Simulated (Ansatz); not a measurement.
```yaml
crystal:
  periodic: [false, false, false]
  atoms:
    - {symbol: N, position_ang: [0.000000, 0.000000, 0.000000]}
    - {symbol: P, position_ang: [0.000000, 0.000000, 1.655400]}
basis:
  gaussian: {orbitals: def2-TZVP}
total_charge: 1
magnetization: {spin_polarized: true, initial_magnetization: 1}
hamiltonian: {xc: pbe0}
relax: {f_tol: 0.004, max_steps: 80}
```

```sh
$ ansatz run in.yaml --threads 1 --pin off --events-out ev --progress --plain --max-ram 2176MiB
```

Steps of the relaxation (energy above the last step; positions in Å, forces in eV/Å):

```
2
step 1, 519.2 meV
N     0.000    0.000    0.000    0.000    0.000    4.041
P     0.000    0.000    1.655    0.000    0.000   -4.041
```

```
2
step 2, 338.9 meV
N     0.000    0.000    0.028    0.000    0.000    2.530
P     0.000    0.000    1.627    0.000    0.000   -2.530
```

```
2
step 3, 259.8 meV
N     0.000    0.000    0.043    0.000    0.000    3.021
P     0.000    0.000    1.613    0.000    0.000   -3.021
```

```
2
step 6, 73.6 meV
N     0.000    0.000    0.115    0.000    0.000   -3.478
P     0.000    0.000    1.541    0.000    0.000    3.478
```

```
2
step 7, 0.2 meV
N     0.000    0.000    0.094    0.000    0.000   -0.166
P     0.000    0.000    1.562    0.000    0.000    0.166
```

```
2
step 9, 0.0 meV
N     0.000    0.000    0.092    0.000    0.000   -0.002
P     0.000    0.000    1.563    0.000    0.000    0.002
```

Close pairs at the end: N1–P2 1.471 Å.

A stationary point of unrestricted PBE0 after 9 steps, with ⟨S²⟩ = 0.793 against 0.75 for a pure state. 23 s on 1 thread of AMD EPYC 7R43, shared host.
